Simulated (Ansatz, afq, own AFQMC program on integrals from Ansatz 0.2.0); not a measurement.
Two steps: Ansatz 0.2.0 writes the Fock matrix and Cholesky factors of the valence space, and afq projects on them the lowest state that overlaps trial and start.

```yaml
crystal:
  periodic: [false, false, false]
  atoms:
    - {symbol: Si, position_ang: [0.000000, 0.000000, 0.231514]}
    - {symbol: Ge, position_ang: [0.000000, 0.000000, -1.958437]}
    - {symbol: H, position_ang: [0.000000, 0.000000, 1.726924]}
basis:
  gaussian: {orbitals: cc-pVDZ}
magnetization: {spin_polarized: false, initial_magnetization: 1}
correlation: {method: ccsd_t, electrons: outside_noble_gas, hamiltonian_folder: ham}
```

```sh
$ ansatz run in.yaml --threads 1 --pin off --events-out ev --progress --plain --max-ram 1382MiB
```

afq runs on the folder ham with

```
--method phaseless --trial cisd --walkers 60 --populations 1 --least-time 40 --time-step 0.005 --steps-per-block 50 --equilibration-blocks 28 --max-blocks 300 --target-error 0.00036 --factor-cut 1e-05 --start spin_pure --seed 8974 --release-times 0.24,0.51,0.99,1.62,2.4 --release-step 0.03 --release-every 4 --taylor-order 6
```

Times are imaginary, in 1/Eh. The walk had a cap of 678 s. Filled inner d shells are frozen with the cores.

Output of the walk:

```
orbitals 31  electrons 5 4  factors 234 of 556
reference energy -2364.75086446 Eh
CCSD correlation -0.18900382 Eh in 13 cycles, weight of the determinant in the CISD state 0.8453
energy of the start -2364.939867 Eh
 block  time / (1/Eh)  mean weight  energy / Eh
     1     0.250  1.0009  -2364.937194
     2     0.500  1.0000  -2364.937795
     3     0.750  0.9994  -2364.939374
     4     1.000  1.0004  -2364.941226
     5     1.250  0.9979  -2364.941707
     9     2.250  0.9999  -2364.944213
    33     8.250  0.9987  -2364.946131
    65    16.250  0.9999  -2364.954619
    97    24.250  1.0002  -2364.953014
   129    32.250  1.0009  -2364.949577
   161    40.250  0.9996  -2364.946127
   193    48.250  0.9987  -2364.952107
   209    52.250  0.9993  -2364.970556
   225    56.250  1.0000  -2364.957947
   257    64.250  0.9999  -2364.943976
   265    66.250  1.0004  -2364.943589
   289    72.250  1.0005  -2364.946812
   321    80.250  0.9999  -2364.951073
blocks merged  error / Eh  count
     1  0.000266  300
     2  0.000330  150
     4  0.000409  75
     8  0.000499  37
    16  0.000581  18
    32  0.000720  9
released: time / (1/Eh)  energy / Eh  error  mean overlap
  0.24  -2364.949930  0.000509  0.9966
  0.51  -2364.950326  0.000494  0.9881
  0.99  -2364.951058  0.000465  0.9845
  1.62  -2364.951126  0.000609  0.9825
  2.40  -2364.951572  0.000587  1.0029
energy -2364.949731 +/- 0.000581 Eh
(rows thinned)
```

The run passed its tests (sampling time, drift between the halves within three errors, error under three times the target), which doesn't prove that it has relaxed.

Against this walk (error 15.8 meV) on the same determinant: CCSD(T) 7.4 meV lower (within the noise), CCSDT(Q) 72.0 meV lower. The error is statistical and leaves out the bias of the constraint. The released energies are still falling (meV from the phaseless value at times in 1/Eh: -5 ± 14 at 0.24, -16 ± 13 at 0.51, -36 ± 13 at 0.99, -38 ± 17 at 1.62, -50 ± 16 at 2.40), so they give no level. CCSDT(Q) is the surest value here, so the walk's 72 meV above it is most likely the bias of the constraint with this trial, which can have either sign.

Cautions: constraint bias not in the error; error above the target (15.8 against 9.8 meV); no relativity below Rb; no spin-orbit coupling; inner d shell frozen; higher spins were not checked; a spin-contaminated unrestricted determinant lies lower (UHF 118 meV lower, ⟨S²⟩ 1.11).

The walk took 3.5 min on 1 thread of Arm Neoverse V2 (shared host). The log's last line is the phaseless energy.

CCSDT and higher add their correlation energy to the determinant of the CCSD(T) run, since their own runs factorise the integrals more tightly (a shift of under 2 meV). A walk keeps the symmetry of its determinant, which the program's search chose and which needn't be the lowest solution, so a lower state of the same spin and another symmetry isn't excluded.
